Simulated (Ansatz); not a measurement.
We consider rutile CrO2, described by r²SCAN (PAW; Ansatz, a quantum-chemistry and plane-wave program).

Numerical settings: plane-wave cutoff 560 eV, 12×12×18 k mesh (along the axes of the cell as run), Fermi–Dirac smearing 0.05 eV, spin-polarised with parallel moments, scalar-relativistic PAW data made under PBE.

The cell is scaled about its equilibrium volume:

Shape and atoms are relaxed at each volume.

| V (Å³/atom) | P (GPa) | c (Å) | a (Å) |
|---|---|---|---|
| 9.035 | 11.42 | 2.883 | 4.337 |
| 9.223 | 5.37 | 2.897 | 4.370 |
| 9.412 | 0.00 | 2.912 | 4.404 |
| 9.600 | -4.77 | 2.925 | 4.437 |
| 9.788 | -8.98 | 2.938 | 4.471 |

Note: the bulk modulus comes from volumes at which shape and atoms were relaxed.
